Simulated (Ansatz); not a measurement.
Predict the output of the script below (the Ansatz DFT code, driven from Python).

The script, `run_opt.py`:
```python
"""Geometry optimisation of C5H7F."""

from dataclasses import dataclass
import warnings

import ansatz as az
import numpy as np


@dataclass(frozen=True)
class Settings:
    basis_set: str = "def2-SVP"
    functional: str = "pbe0"


cfg = Settings()

warnings.simplefilter("ignore", az.DeckWarning)

geometry_ang = [
    ("C", (1.8069, -0.2504, -0.6386)),
    ("C", (0.5211, 0.3691, -0.4582)),
    ("C", (-0.4931, 1.109, -0.7893)),
    ("C", (-0.5286, 0.4836, 0.5114)),
    ("C", (-1.4472, -0.6578, 0.7704)),
    ("F", (-0.2732, 1.3175, 1.5916)),
    ("H", (1.7227, -1.3405, -0.6021)),
    ("H", (2.5041, 0.0637, 0.1438)),
    ("H", (2.2398, 0.0224, -1.6057)),
    ("H", (-0.9809, 1.7474, -1.4806)),
    ("H", (-1.037, -1.2957, 1.5602)),
    ("H", (-1.6158, -1.2822, -0.1146)),
    ("H", (-2.4188, -0.2861, 1.1117)),
]
geometry = az.Crystal.molecule()
for symbol, xyz in geometry_ang:
    geometry = geometry.atom(symbol, xyz)

model = geometry.calculation()
model = model.basis(gaussian=cfg.basis_set).functional(cfg.functional)
symbols = [site.symbol for site in geometry.cartesian_sites]
start = np.array([site.position_ang for site in geometry.cartesian_sites], dtype=float)
def progress(event):
    if event["event"] == "relax_step":
        row = event["data"]
        print(f"step {row['step']:3d}  E = {row['lagrangian_ev']:.6f} eV  largest force component {row['allowed_force_max_ev_ang']:.4f} eV/A")


report = model.relax(force_tolerance=0.02).session().plan().execute(on_event=progress).report
end = np.array(report["positions_ang"])

print(f"E = {report['free_energy_ev']:.6f} eV = {report['free_energy_ev'] / 27.211386246:.7f} Ha")
print("converged:", report["converged"], " doubts:", report["published_state_doubts"] or "none")

print("final positions (A) and the move of each atom")
for symbol, xyz, old in zip(symbols, end, start):
    print(f"{symbol:2s} {xyz[0]:10.5f} {xyz[1]:10.5f} {xyz[2]:10.5f}   {np.linalg.norm(xyz - old):7.4f}")
```

```console
$ python run_opt.py
step   1  E = -7998.942106 eV  largest force component 1.1368 eV/A
step   2  E = -7999.134624 eV  largest force component 0.3632 eV/A
step   3  E = -7999.158248 eV  largest force component 0.1040 eV/A
step   4  E = -7999.161192 eV  largest force component 0.0857 eV/A
step   5  E = -7999.162544 eV  largest force component 0.0281 eV/A
step   6  E = -7999.162645 eV  largest force component 0.0269 eV/A
step   7  E = -7999.162688 eV  largest force component 0.0070 eV/A
E = -7999.162715 eV = -293.9638077 Ha
converged: True  doubts: none
final positions (A) and the move of each atom
C     1.89204   -0.22746   -0.70056    0.1078
C     0.55402    0.33731   -0.45711    0.0458
C    -0.45052    1.10061   -0.81503    0.0505
C    -0.57207    0.43280    0.48639    0.0714
C    -1.53802   -0.66577    0.83914    0.1142
F    -0.36895    1.21552    1.61874    0.1425
H     1.85743   -1.32857   -0.68944    0.1610
H     2.57883    0.07830    0.10441    0.0857
H     2.30696    0.10460   -1.66276    0.1205
H    -0.89538    1.78609   -1.53448    0.1082
H    -1.14457   -1.27404    1.66825    0.1540
H    -1.72096   -1.32014   -0.02400    0.1439
H    -2.49882   -0.23926    1.16645    0.1077
```

Reading the output:
- Total energies depend on the basis set; only differences at equal settings carry meaning.
- The end point is the stationary point reached from this start; no frequency run checks that it is a minimum, and the basis set is modest.
- Timing: 52 s on 1 thread of Arm Neoverse V1, with other jobs on the host, peak memory 0.35 GiB.
